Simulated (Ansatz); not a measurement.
Results of PBE (Ansatz, a quantum-chemistry and plane-wave program, plane waves, PAW) for rock-salt CaO.

The same calculation (at the measured cell, 13.919 Å³/atom) with different numerical settings:

```json
[
 {"run": "1", "k mesh": "4×4×4", "gap on the mesh (eV)": "3.649", "total energy (eV/atom)": "-1193.8612"},
 {"run": "2", "k mesh": "6×6×6", "gap on the mesh (eV)": "3.655", "total energy (eV/atom)": "-1193.8632"},
 {"run": "3", "k mesh": "8×8×8", "gap on the mesh (eV)": "3.655", "total energy (eV/atom)": "-1193.8633"},
 {"run": "4", "k mesh": "12×12×12", "gap on the mesh (eV)": "3.655", "total energy (eV/atom)": "-1193.8633"},
 {"run": "5", "k mesh": "16×16×16", "gap on the mesh (eV)": "3.655", "total energy (eV/atom)": "-1193.8633"},
 {"run": "6", "k mesh": "20×20×20", "gap on the mesh (eV)": "3.655", "total energy (eV/atom)": "-1193.8633"}
]
```

In the column total energy (eV/atom) the first row differs from the last by +0.0021 and the next to last by 0.0000.

The last row is no converged limit: other settings stay fixed.
